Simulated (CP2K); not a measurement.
**PO (Phosphorus monoxide), step by step**

Aim: a series of 8 runs (UMP2/ccGRB-D) of OP. The setting varied is the cutoff. 

Program for the calculation: CP2K 2026.2.

8 further runs of the same task are left out: 4 that didn't finish, 4 set aside as unsound or not needed.

### 1 The structure to begin with

The species is PO (2 atoms), meant as a doublet with charge 0. As SMILES, `O=[P]`. The coordinates come from a GFN2-xTB relaxation.

Bond lengths: O1–P2 1.455 Å.

### 2 A single-point energy at UMP2/ccGRB-D (core potential) (run 1)

File gas.inp:

```
&GLOBAL
 PROJECT_NAME gas
 RUN_TYPE ENERGY
 PRINT_LEVEL MEDIUM
&END GLOBAL

&FORCE_EVAL
 METHOD QUICKSTEP
 &DFT
  BASIS_SET_FILE_NAME BASIS_ccGRB_UZH
  POTENTIAL_FILE_NAME POTENTIAL_UZH
  MULTIPLICITY 2
  SPIN_POLARIZED T
  # Quickstep
  &QS
   METHOD GPW
   EPS_DEFAULT 1.0E-10
  &END QS
  &MGRID
   CUTOFF 350
   REL_CUTOFF 50
   NGRIDS 4
  &END MGRID
  &POISSON
   PERIODIC NONE
   POISSON_SOLVER MULTIPOLE
  &END POISSON
  # self-consistent field
  &SCF
   SCF_GUESS ATOMIC
   EPS_SCF 1.0E-06
   MAX_SCF 40
   &OT
    MINIMIZER DIIS
    PRECONDITIONER FULL_ALL
   &END OT
   &OUTER_SCF
    EPS_SCF 1.0E-06
    MAX_SCF 5
   &END OUTER_SCF
  &END SCF
  &XC
   &XC_FUNCTIONAL NONE
   &END XC_FUNCTIONAL
   # exact exchange
   &HF
    FRACTION 1
    &SCREENING
     EPS_SCHWARZ 1.0E-09
    &END SCREENING
    &MEMORY
     MAX_MEMORY 1750
    &END MEMORY
   &END HF
   &WF_CORRELATION
    &MP2
     METHOD DIRECT_CANONICAL
    &END MP2
    MEMORY 1500
   &END WF_CORRELATION
  &END XC
  # extra output
  &PRINT
   &MOMENTS
    PERIODIC F
    REFERENCE COM
    MAX_MOMENT 1
   &END MOMENTS
   &MO_CUBES
    NLUMO 1
    NHOMO -1
    WRITE_CUBE F
   &END MO_CUBES
   &HIRSHFELD OFF
   &END HIRSHFELD
  &END PRINT
 &END DFT
 # atoms, cell and kinds
 &SUBSYS
  # box in angstrom
  &CELL
   ABC 7 7 8.5
   PERIODIC NONE
  &END CELL
  &COORD
   UNIT bohr
   O      0.0000000     0.0000000     0.0000000
   P      0.0000000     0.0000000     2.7497216
  &END COORD
  &TOPOLOGY
   &CENTER_COORDINATES
   &END CENTER_COORDINATES
  &END TOPOLOGY
  &KIND O
   BASIS_SET ccGRB-D-q6
   POTENTIAL GTH-PBE0-q6
  &END KIND
  &KIND P
   BASIS_SET ccGRB-D-q5
   POTENTIAL GTH-PBE0-q5
  &END KIND
 &END SUBSYS
&END FORCE_EVAL
```

The run is started by

```
OMP_NUM_THREADS=2 cp2k.psmp -i gas.inp -o gas.out
```

Output:

```text
CP2K| version string:                                       CP2K version 2026.2
[...]
 GLOBAL| Method name                                                        CP2K
[...]
 GLOBAL| Run type                                                         ENERGY
[...]
 DFT| Spin unrestricted (spin-polarized) Kohn-Sham calculation               UKS
 DFT| Multiplicity                                                             2
[...]
 DFT| Charge                                                                   0
[...]
 QS| Method:                                                                 GPW
[...]
 QS| Density cutoff [a.u.]:                                                175.0
[...]
 QS| Relative density cutoff [a.u.]:                                        25.0
[...]
                             - Atoms:                                          2
[...]
                             - Spherical basis functions:                     26
[...]
 Number of electrons:                                                          6
[...]
     1 OT DIIS     0.15E+00    0.3     0.06643301       -21.6465604411 -2.16E+01
[...]
  *** SCF run converged in    25 steps ***
[...]
  Overlap energy of the core charge distribution:               0.00000011023314
  Self energy of the core charge distribution:                -58.29292960793149
  Core Hamiltonian energy:                                     15.29710027603217
  Hartree energy:                                              25.58642274105330
  Exchange-correlation energy:                                  0.00000000000000
  Hartree-Fock Exchange energy:                                -4.68670627301266
  Total energy:                                               -22.09611275362554
[...]
 HOMO - LUMO gap [eV] :   14.487885
[...]
 ENERGY| Total FORCE_EVAL ( QS ) energy [hartree]            -22.368082472559042
[...]
```

Wall time 9.9 s (2 threads of Arm Neoverse V1, shared host); peak memory 0.49 GiB.

### 3 The distorted shape: a single-point energy at UMP2/ccGRB-D (core potential) (run 2)

File gas.inp:

```
&GLOBAL
  PROJECT_NAME gas
  RUN_TYPE ENERGY
  PRINT_LEVEL MEDIUM
&END GLOBAL

&FORCE_EVAL
  METHOD QUICKSTEP
  &DFT
    BASIS_SET_FILE_NAME BASIS_ccGRB_UZH
    POTENTIAL_FILE_NAME POTENTIAL_UZH
    CHARGE 0
    MULTIPLICITY 2
    SPIN_POLARIZED T
    &QS
      METHOD GPW
      EPS_DEFAULT 1.0E-10
    &END QS
    &MGRID
      CUTOFF 350
      REL_CUTOFF 50
      NGRIDS 4
    &END MGRID
    &POISSON
      PERIODIC NONE
      POISSON_SOLVER MULTIPOLE
    &END POISSON
    &SCF
      SCF_GUESS ATOMIC
      EPS_SCF 1.0E-06
      MAX_SCF 40
      &OT ON
        MINIMIZER DIIS
        PRECONDITIONER FULL_ALL
      &END OT
      &OUTER_SCF
        EPS_SCF 1.0E-06
        MAX_SCF 5
      &END OUTER_SCF
    &END SCF
    &XC
      &XC_FUNCTIONAL NONE
      &END XC_FUNCTIONAL
      &HF
        FRACTION 1
        &SCREENING
          EPS_SCHWARZ 1.0E-09
          SCREEN_ON_INITIAL_P F
        &END SCREENING
        &INTERACTION_POTENTIAL
          POTENTIAL_TYPE COULOMB
        &END INTERACTION_POTENTIAL
        &MEMORY
          MAX_MEMORY 1750
        &END MEMORY
      &END HF
      &WF_CORRELATION
        &MP2
          METHOD DIRECT_CANONICAL
        &END MP2
        MEMORY 1500
      &END WF_CORRELATION
    &END XC
    &PRINT
      &MOMENTS
        PERIODIC F
        REFERENCE COM
        MAX_MOMENT 1
      &END MOMENTS
      &MO_CUBES
        NLUMO 1
        NHOMO -1
        WRITE_CUBE F
      &END MO_CUBES
      &HIRSHFELD OFF
      &END HIRSHFELD
    &END PRINT
  &END DFT
  &SUBSYS
    &CELL
      ABC [angstrom] 7 7 9
      PERIODIC NONE
    &END CELL
    &COORD
      UNIT bohr
      O      0.0000000     0.0000000    -0.9624564
      P      0.0000000     0.0000000     2.7497216
    &END COORD
    &TOPOLOGY
      &CENTER_COORDINATES
      &END CENTER_COORDINATES
    &END TOPOLOGY
    &KIND O
      BASIS_SET ccGRB-D-q6
      POTENTIAL GTH-PBE0-q6
    &END KIND
    &KIND P
      BASIS_SET ccGRB-D-q5
      POTENTIAL GTH-PBE0-q5
    &END KIND
  &END SUBSYS
&END FORCE_EVAL
```

The run is started by

```
OMP_NUM_THREADS=2 cp2k.psmp -i gas.inp -o gas.out
```

Output:

```text
CP2K| version string:                                       CP2K version 2026.2
 CP2K| Input file name                                                   gas.inp

[... 232 lines left out ...]
  Decoupling Energy:                                               0.0002429649
[... 157 lines left out ...]
  Decoupling Energy:                                               0.0003939302
[... 175 lines left out ...]
  Decoupling Energy:                                               0.0003930212
[... 157 lines left out ...]
  Decoupling Energy:                                               0.0177374251
[... 159 lines left out ...]
  outer SCF loop FAILED to converge after    6 iterations or  240 steps
[... 5 lines left out ...]
 *  \___/     SCF run NOT converged. To continue the calculation regardless,   *
 *    |             please set the keyword IGNORE_CONVERGENCE_FAILURE.         *
[... 5 lines left out ...]
 ===== Routine Calling Stack =====

            3 scf_env_do_scf
            2 qs_energies
            1 CP2K

Program received signal SIGABRT: Process abort signal.
```

Run time: 33 s. Hardware: 2 threads of Arm Neoverse V1, shared host; peak memory 0.52 GiB.

The run stopped without converging.

Run 3 isn't shown in full; the table further down has it.

### 4 The distorted shape: the energy at UMP2/ccGRB-D (core potential) (run 4)

File molecule.inp:

```
&GLOBAL
    PROJECT molecule
    RUN_TYPE ENERGY
    PRINT_LEVEL MEDIUM
&END
&FORCE_EVAL
    METHOD Quickstep
    &DFT
        BASIS_SET_FILE_NAME BASIS_ccGRB_UZH
        POTENTIAL_FILE_NAME POTENTIAL_UZH
        MULTIPLICITY 2
        SPIN_POLARIZED T
        &QS
            METHOD GPW
            EPS_DEFAULT 1.0E-10
        &END
        &MGRID
            CUTOFF 450
            REL_CUTOFF 50
            NGRIDS 4
        &END
        &POISSON
            PERIODIC NONE
            POISSON_SOLVER MULTIPOLE
        &END
        &SCF
            SCF_GUESS ATOMIC
            EPS_SCF 1.0E-06
            MAX_SCF 40
            &OT
                MINIMIZER DIIS
                PRECONDITIONER FULL_ALL
            &END
            &OUTER_SCF
                EPS_SCF 1.0E-06
                MAX_SCF 5
            &END
        &END
        &XC
            &XC_FUNCTIONAL NONE
            &END
            &HF
                FRACTION 1
                &SCREENING
                    EPS_SCHWARZ 1.0E-09
                &END
                &MEMORY
                    MAX_MEMORY 1750
                &END
            &END
            &WF_CORRELATION
                &MP2
                    METHOD DIRECT_CANONICAL
                &END
                MEMORY 1500
            &END
        &END
        &PRINT
            &MOMENTS
                PERIODIC F
                REFERENCE COM
                MAX_MOMENT 1
            &END
            &MO_CUBES
                NLUMO 1
                NHOMO -1
                WRITE_CUBE F
            &END
            &HIRSHFELD OFF
            &END
        &END
    &END
    &SUBSYS
        &CELL
            ABC 7 7 9
            PERIODIC NONE
        &END
        &COORD
            UNIT bohr
            O      0.0000000     0.0000000    -0.9624564
            P      0.0000000     0.0000000     2.7497216
        &END
        &TOPOLOGY
            &CENTER_COORDINATES
            &END
        &END
        &KIND O
            BASIS_SET ccGRB-D-q6
            POTENTIAL GTH-PBE0-q6
        &END
        &KIND P
            BASIS_SET ccGRB-D-q5
            POTENTIAL GTH-PBE0-q5
        &END
    &END
&END
```

The run is started by

```
OMP_NUM_THREADS=2 cp2k.psmp -i molecule.inp > molecule.out 2>&1
```

Output:

```text
CP2K| version string:                                       CP2K version 2026.2
 CP2K| Input file name                                              molecule.inp

[... 232 lines left out ...]
  Decoupling Energy:                                               0.0002429656
[... 157 lines left out ...]
  Decoupling Energy:                                               0.0003939298
[... 175 lines left out ...]
  Decoupling Energy:                                               0.0003929087
[... 157 lines left out ...]
  Decoupling Energy:                                               0.0139563631
[... 159 lines left out ...]
  outer SCF loop FAILED to converge after    6 iterations or  240 steps
[... 5 lines left out ...]
 *  \___/     SCF run NOT converged. To continue the calculation regardless,   *
 *    |             please set the keyword IGNORE_CONVERGENCE_FAILURE.         *
[... 5 lines left out ...]
 ===== Routine Calling Stack =====

            3 scf_env_do_scf
            2 qs_energies
            1 CP2K

Program received signal SIGABRT: Process abort signal.
```

Run time: 44 s. Hardware: 2 threads of Arm Neoverse V1, shared host; peak memory 0.61 GiB.

No converged result was reached.

Runs 5 to 7 aren't shown in full; the table further down has their settings and results.

### 5 The distorted shape: a single-point energy at UMP2/ccGRB-D (core potential) (run 8)

File calc.inp:

```
&GLOBAL
  PROJECT_NAME calc
  RUN_TYPE ENERGY
  PRINT_LEVEL MEDIUM
&END GLOBAL

&FORCE_EVAL
  METHOD QUICKSTEP
  &DFT
    BASIS_SET_FILE_NAME BASIS_ccGRB_UZH
    POTENTIAL_FILE_NAME POTENTIAL_UZH
    CHARGE 0
    MULTIPLICITY 2
    LSD T
    ! Quickstep
    &QS
      METHOD GPW
      EPS_DEFAULT 1.0E-10
    &END QS
    &MGRID
      CUTOFF 800
      REL_CUTOFF 50
      NGRIDS 4
    &END MGRID
    ! no periodic images
    &POISSON
      PERIODIC NONE
      POISSON_SOLVER MULTIPOLE
    &END POISSON
    &SCF
      SCF_GUESS ATOMIC
      EPS_SCF 1.0E-06
      MAX_SCF 40
      &OT ON
        MINIMIZER DIIS
        PRECONDITIONER FULL_ALL
      &END OT
      &OUTER_SCF
        EPS_SCF 1.0E-06
        MAX_SCF 5
      &END OUTER_SCF
    &END SCF
    ! exchange and correlation
    &XC
      &XC_FUNCTIONAL NONE
      &END XC_FUNCTIONAL
      ! exact exchange
      &HF
        FRACTION 1
        &SCREENING
          EPS_SCHWARZ 1.0E-09
          SCREEN_ON_INITIAL_P F
        &END SCREENING
        &INTERACTION_POTENTIAL
          POTENTIAL_TYPE COULOMB
        &END INTERACTION_POTENTIAL
        &MEMORY
          MAX_MEMORY 1750
        &END MEMORY
      &END HF
      ! correlation from orbitals
      &WF_CORRELATION
        &MP2
          METHOD DIRECT_CANONICAL
        &END MP2
        MEMORY 1500
      &END WF_CORRELATION
    &END XC
    &PRINT
      &MOMENTS
        PERIODIC F
        REFERENCE COM
        MAX_MOMENT 1
      &END MOMENTS
      &MO_CUBES
        NLUMO 1
        NHOMO -1
        WRITE_CUBE F
      &END MO_CUBES
      &HIRSHFELD OFF
      &END HIRSHFELD
    &END PRINT
  &END DFT
  ! atoms, cell and kinds
  &SUBSYS
    &CELL
      ABC [angstrom] 7 7 9
      PERIODIC NONE
    &END CELL
    &COORD
      UNIT bohr
      O      0.0000000     0.0000000    -0.9624564
      P      0.0000000     0.0000000     2.7497216
    &END COORD
    &TOPOLOGY
      &CENTER_COORDINATES
      &END CENTER_COORDINATES
    &END TOPOLOGY
    &KIND O
      BASIS_SET ccGRB-D-q6
      POTENTIAL GTH-PBE0-q6
    &END KIND
    &KIND P
      BASIS_SET ccGRB-D-q5
      POTENTIAL GTH-PBE0-q5
    &END KIND
  &END SUBSYS
&END FORCE_EVAL
```

The run is started by

```
OMP_NUM_THREADS=2 cp2k.psmp -i calc.inp -o calc.out
```

Output:

```text
CP2K| version string:                                       CP2K version 2026.2
 CP2K| Input file name                                                  calc.inp

[... 232 lines left out ...]
  Decoupling Energy:                                               0.0002429656
[... 157 lines left out ...]
  Decoupling Energy:                                               0.0003939294
[... 175 lines left out ...]
  Decoupling Energy:                                               0.0003932728
[... 157 lines left out ...]
  Decoupling Energy:                                               0.0005363403
[... 159 lines left out ...]
  outer SCF loop FAILED to converge after    6 iterations or  240 steps
[... 5 lines left out ...]
 *  \___/     SCF run NOT converged. To continue the calculation regardless,   *
 *    |             please set the keyword IGNORE_CONVERGENCE_FAILURE.         *
[... 5 lines left out ...]
 ===== Routine Calling Stack =====

            3 scf_env_do_scf
            2 qs_energies
            1 CP2K

Program received signal SIGABRT: Process abort signal.
```

Run time: 2.5 min. Hardware: 2 threads of Arm Neoverse V1, shared host; peak memory 1 GiB.

The run stopped without converging.

### 6 The series

```
run  cutoff         cell       partner    energy (Eh)  wall time
  1     350  (7, 7, 8.5)          base     -22.368082      9.9 s
  2     350    (7, 7, 9)  O1–P2 1.96 Å  not converged       33 s
  3     450  (7, 7, 8.5)          base     -22.368083       14 s
  4     450    (7, 7, 9)  O1–P2 1.96 Å  not converged       44 s
  5     600  (7, 7, 8.5)          base     -22.368083       27 s
  6     600    (7, 7, 9)  O1–P2 1.96 Å  not converged    1.7 min
  7     800  (7, 7, 8.5)          base     -22.368083       40 s
  8     800    (7, 7, 9)  O1–P2 1.96 Å  not converged    2.5 min
```

Convergence of the total energy of doublet PO with the cutoff, against the last point:

```
cutoff  from the last (mEh)  wall time
350 Ry               +0.001      9.9 s
450 Ry               -0.000       14 s
600 Ry               -0.000       27 s
800 Ry               +0.000       40 s
```

Convergence of the dipole moment (of the density that the program reports) of doublet PO with the cutoff, against the last point:

```
cutoff  from the last (D)  wall time
350 Ry            -0.0000      9.9 s
450 Ry            +0.0000       14 s
600 Ry            +0.0000       27 s
800 Ry            +0.0000       40 s
```

### 7 Summary of results

| quantity | value |
| --- | --- |
| run 7, UMP2/ccGRB-D: total energy | -22.36808 Eh |
| run 7, UMP2/ccGRB-D: dipole moment (of the density that the program reports) | 2.51 D |
| run 7, UMP2/ccGRB-D: HOMO energy (Hartree–Fock orbitals) (highest over α and β) | -8.97 eV |
| run 7, UMP2/ccGRB-D: LUMO energy (Hartree–Fock orbitals) (lowest over α and β) | 0.48 eV |
| run 7, UMP2/ccGRB-D: correlation energy | -272.0 mEh |
| run 7, UMP2/ccGRB-D: ⟨S²⟩ of the reference determinant | 0.766 |

**Reading.** The total energy agrees within 0.001 eV over the runs. All runs together took 7 min, the longest 2.5 min. 4 of the 8 runs did not end normally.
